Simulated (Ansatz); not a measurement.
**Isomers**

Structures of BSiH4S, doublet, relaxed at PBE0-D4/def2-TZVP (vibrations not checked; lower isomers may exist, and structures with a doubtful reference or unclear bonds are left out). Ansatz 0.2.0; basis: def2-TZVPP; cores frozen in the correlated methods; orbitals are unrestricted. B3LYP uses VWN-RPA correlation.

Question: Rank them by CCSD(T) energy, lowest first, and give each one's height above the lowest. Links in brackets join atoms within 1.22 times the sum of their covalent radii (1.1 for two metals). (An estimate is asked for; the value comes from the calculation.)
A.
BSiH₄S ([SiH2][BH][SH])
```
7
angstrom
Si -0.7128 0.6793 0.0824
B 0.4117 -0.2317 1.3587
S 1.9005 -1.1056 0.9271
H 0.1435 -0.2447 2.5213
H -0.4080 0.7152 -1.3690
H -1.9514 1.4111 0.4324
H 1.9139 -0.9057 -0.4034
```
B.
BSiH₄S ([SiH3][BH][S])
```
7
angstrom
Si -0.6216 0.4772 -0.3147
B 0.8247 -0.6664 0.5607
S 2.0406 -1.2101 -0.4841
H -1.9304 -0.1993 -0.1015
H -0.4043 0.6818 -1.7682
H -0.6389 1.7976 0.3725
H 0.7300 -0.8808 1.7353
```
C.
a complex of BSiH₃S ([BH]1[Si][SH2]1) + H
```
7
angstrom
B -1.4388 -0.9277 -0.1237
S 0.0595 0.1157 -0.0300
Si -0.2001 -1.9792 0.8236
H -2.4516 -0.6070 -0.6523
H 0.7089 0.5720 -1.1481
H 0.0594 1.3509 0.5653
H 3.1946 1.3814 0.5821
```
D.
BSiH₄S ([BH2]1[SiH][SH]1)
```
7
angstrom
B -0.9058 -0.4093 -0.5830
S -0.3571 -0.9656 1.2524
Si 0.9772 0.1723 -0.2154
H -1.1381 -1.3343 -1.2964
H -1.6360 0.5375 -0.4979
H 1.1648 1.4105 0.6140
H 0.1048 -2.1836 0.9209
```

Answer: Computed: B (0.0 kJ/mol), A (18.4 kJ/mol), D (68.1 kJ/mol), C (503.7 kJ/mol). Heights count from the lowest.

Question: Do PBE-D4, r2SCAN-D4, PBE0-D4, B3LYP-D4, wB97M-V, HF, MP2 give the same order? (A judgement: the text doesn't fix the answer.)

Answer: Computed: All do.

T1 diagnostic: at most 0.028. ⟨S²⟩ of the unrestricted Hartree–Fock references: 0.75 to 0.78 (a pure state has 0.75).

For scale, one of the runs: CCSD(T)/def2-TZVPP, 171 basis functions, launched by `ansatz run in.yaml --threads 2 --pin off --events-out ev --progress --plain --max-ram 4352MiB`. Time: 2.2 min of wall clock on 2 CPU threads of an Arm Neoverse N1; the host was shared. Peak host memory: 3.2 GiB.
